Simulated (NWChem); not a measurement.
# A calculation on CH (+1)

```
C
H 1 1.1472
```
Charge +1, spin multiplicity 1.

Everything below was run with NWChem. Structure: optimised with PBE0/def2-SVP, a minimum by its harmonic frequencies.

The correlated methods keep 1 core orbital frozen. The structure started from a generated list of species.

Worked example. A B2PLYP run in STO-3G ends its self-consistent part (53 % exact exchange, 47 % B88, 73 % LYP) at -37.57400 Ha, and second-order perturbation theory on those orbitals gives -0.04561 Ha unscaled.

The perturbative term enters with the weight 0.27: -37.57400 + 0.27·(-0.04561) = -37.58631 Ha is the total energy.
